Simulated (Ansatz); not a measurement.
## Worked example: correlation energy of [BH2···H···SiH], doublet

Geometry: a point of a hydrogen-transfer path between rigid fragments, not a stationary point.

```csv
atom,x (Å),y (Å),z (Å)
B,-2.0452,0.0347,0.0000
H,-2.6419,1.0683,0.0000
H,-2.6419,-0.9988,0.0000
H,-0.8517,0.0347,0.0000
Si,0.9588,0.0347,0.0000
H,1.3552,-1.4448,0.0000
```

Basis cc-pVDZ; Ansatz 0.2.0. Correlated methods freeze the noble-gas cores, which leaves 11 electrons in 46 orbitals. R marks a restricted (for open shells ROHF) determinant, U an unrestricted one.

Full CI isn't at hand for all of this; UCCSDT(Q) serves as the reference, and is uncertain by about the last step of the cluster series.

Runs differ by some tens of microhartree through their thresholds and, for an open shell, their frozen cores, so steps under 0.03 kcal/mol mean nothing.

| level | total energy (hartree) |
| --- | --- |
| UHF | -315.806885 |
| UMP2 | -315.972662 |
| UCCSD | -316.019822 |
| UCCSD(T) | -316.024648 |
| UCCSDT | -316.025984 |
| UCCSDT(Q) | -316.026196 |

Task: What is the correlation energy at UCCSDT(Q), and what share of it do UMP2 and UCCSDT recover?

Result: E(corr) = -316.026196 − (-315.806885) = -0.219311 hartree = -5.968 eV. UMP2: -0.165777 / -0.219311 = 75.59 %. UCCSDT: -0.219099 / -0.219311 = 99.90 %.

Task: By how many kcal/mol does UCCSD(T) miss UCCSDT(Q) (1 hartree = 627.509 kcal/mol), and which steps make up the rest?

Result: -316.024648 − (-316.026196) = 0.001548 hartree = 0.97 kcal/mol. Steps: UCCSDT − UCCSD(T) = -0.84, UCCSDT(Q) − UCCSDT = -0.13 kcal/mol. Differences between like states or geometries often cancel part of this.
